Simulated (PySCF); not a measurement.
Species: C4H11OP.
Geometry (PBE0-D3(BJ)/def2-SVP, Å), atoms numbered from 1 in this order:
```
atom  x, y, z in Å
C1    -2.1107    0.3765    0.2658
C2    -1.2906   -0.8618    0.5929
P3     0.4530   -0.8184    0.0655
O4     1.2094   -2.0887    0.2971
C5     1.2071    0.6404    0.8580
C6     2.7026    0.7038    0.5779
H7    -1.7502    1.2637    0.8081
H8    -3.1661    0.2319    0.5408
H9    -2.0823    0.6083   -0.8109
H10   -1.2723   -1.0717    1.6757
H11   -1.7076   -1.7644    0.1161
H12    0.3435   -0.4057   -1.3045
H13    0.6832    1.5520    0.5253
H14    1.0176    0.5304    1.9399
H15    2.9055    0.8673   -0.4922
H16    3.1779    1.5224    1.1381
H17    3.1808   -0.2439    0.8649
```

The closed-shell ground state was solved at several levels (PySCF, density fitting, gas phase, non-relativistic).

| level | basis functions | HOMO (eV) | LUMO (eV) | gap (eV) | dipole (D) |
| --- | --- | --- | --- | --- | --- |
| HF/pcSseg-1 | 164 | -11.04 | 3.84 | 14.88 | 4.76 |
| LDA/pcSseg-1 | 164 | -6.18 | -0.05 | 6.13 | 4.09 |
| PBE/pcSseg-1 | 164 | -6.00 | 0.18 | 6.18 | 3.98 |
| BP86/pcSseg-1 | 164 | -6.12 | 0.20 | 6.32 | 4.02 |
| BLYP/pcSseg-1 | 164 | -5.86 | 0.22 | 6.08 | 3.98 |

(1) What might OPBE/pcSseg-1 (164 basis functions) give for the same quantities?

(2) Over all these levels, which gives the widest orbital gap and which the narrowest?

(3) How far do the dipole and the HOMO energy spread over the levels?

## Answers

(1) HOMO -5.97 eV, LUMO 0.45 eV, gap 6.42 eV, dipole 3.98 D.

(2) HF/pcSseg-1 (Hartree–Fock, all exact exchange) has the widest, 14.88 eV, and BLYP/pcSseg-1 (GGA) the narrowest, 6.08 eV. From the narrowest to the widest the HOMO moves by -5.18 eV and the LUMO by +3.62 eV.

(3) The dipole runs from 3.98 to 4.76 D (mean 4.14 D) and the HOMO from -11.04 to -5.86 eV.

One conformer stands for the species.
